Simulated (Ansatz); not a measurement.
C2H7S (charge +1), SMILES C[SH+]C, vertical energies of changing the electron count

Program: the Python package of Ansatz (0.2.0).

The script, `run_ip.py`:
```python
"""Vertical ionisation energy and electron affinity of C2H7S(+)."""

import logging
import sys

import ansatz as az

logging.basicConfig(stream=sys.stdout, format="%(name)s: %(message)s")
log = logging.getLogger("calc")
log.setLevel(logging.INFO)


def energy_of(molecule, charge=0, unpaired=0):
    calc = molecule.calculation().basis(gaussian="def2-SVPD").functional("B3LYP")
    if charge:
        calc = calc.charge(charge)
    if unpaired:
        calc = calc.spin("collinear", total=unpaired)
    return calc.run(threads=1).report["free_energy_ev"]


def main() -> None:
    geometry_ang = [
        ("C", (-1.15803, 0.65991, -0.46818)),
        ("S", (-0.24696, -0.90905, -0.42552)),
        ("C", (1.05484, -0.52516, 0.77883)),
        ("H", (-1.86492, 0.62069, -1.29302)),
        ("H", (-0.48374, 1.50134, -0.58985)),
        ("H", (-1.71052, 0.75103, 0.46384)),
        ("H", (0.49398, -0.69986, -1.5416)),
        ("H", (0.59934, -0.50005, 1.76601)),
        ("H", (1.78991, -1.32567, 0.75189)),
        ("H", (1.52611, 0.42683, 0.5576)),
    ]
    molecule = az.Crystal.molecule()
    for symbol, xyz in geometry_ang:
        molecule = molecule.atom(symbol, xyz)

    # delta-SCF style differences, no relaxation
    parent = energy_of(molecule, 1, 0)
    cation = energy_of(molecule, 2, 1)
    log.info(f"E(N)   = {parent:.5f} eV")
    log.info(f"E(N-1) = {cation:.5f} eV  (1 unpaired)")
    log.info(f"vertical ionisation energy {cation - parent:.3f} eV")
    anion = energy_of(molecule, 0, 1)
    log.info(f"E(N+1) = {anion:.5f} eV  (1 unpaired)")
    log.info(f"vertical electron affinity {parent - anion:.3f} eV" + ("" if anion < parent else " (unbound in this basis)"))
    log.info(f"fundamental gap IP - EA = {cation + anion - 2 * parent:.3f} eV")


if __name__ == "__main__":
    main()
```

```console
$ python run_ip.py
calc: E(N)   = -13011.89271 eV
calc: E(N-1) = -12994.11804 eV  (1 unpaired)
calc: vertical ionisation energy 17.775 eV
calc: E(N+1) = -13015.80028 eV  (1 unpaired)
calc: vertical electron affinity 3.908 eV
calc: fundamental gap IP - EA = 13.867 eV
```

At this unrelaxed geometry removing an electron costs 17.77 eV and adding one releases 3.91 eV.

Total energies depend on the basis set; only differences at equal settings carry meaning. The geometry is a force-field or estimated start, not a minimum of this method, and the basis set is short of its limit. All parts are taken at fixed geometry, without zero-point energy. At an unrelaxed start these energies can be a whole eV from those at the minimum, and a small affinity can change sign. b3lyp holds the VWN-RPA fit, as in Gaussian; the form of ORCA and Turbomole is b3lyp5. Timing: 25 s on 1 thread of Arm Neoverse V2, with other jobs on the host, peak memory 0.35 GiB.
